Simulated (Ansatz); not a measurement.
A made-up structure of CH3BS, closed shell:

```
6
angstrom
C -0.3205 0.4147 -0.2541
B 0.5186 -0.6704 0.4110
S 1.4034 -1.8154 1.1125
H -1.0544 0.8210 0.4468
H 0.1014 -0.7820 1.4768
H -0.8591 0.0135 -1.1166
```

It is relaxed with PBE-D4/def2-SVP and then PBE0-D4/def2-TZVP (Ansatz 0.2.0). Atoms count as bonded within 1.22 times the sum of their covalent radii (H–H: 0.88 Å). The end point is not checked to be a true minimum.

(1) Does its bonding change? (A judgement: the text doesn't fix the answer.)

## Answers

(1) By the calculation: Yes. Formed: C1–H5; broken: B2–H5.

Where it ends: The first stage lowers the energy by 4.02 eV in 13 steps. It ends as CH₃BS ([CH3][B][S]):
C1  (-0.537, -0.083, 0.194)
B2  (0.778, -0.746, 0.590)
S3  (2.162, -1.447, 1.010)
H4  (-0.500, 0.994, 0.382)
H5  (-1.368, -0.500, 0.768)
H6  (-0.745, -0.236, -0.868)
(Å)

Labels in which every atom is bracketed show which atoms are joined, not bond orders.

For scale, one of the runs: PBE0-D4/def2-TZVP relaxation, 117 basis functions, launched by `ansatz run in.yaml --threads 2 --pin off --events-out ev --progress --plain --max-ram 4352MiB`. The run took about 2.9 s on 2 CPU threads of an AMD EPYC 9B45 (shared host).
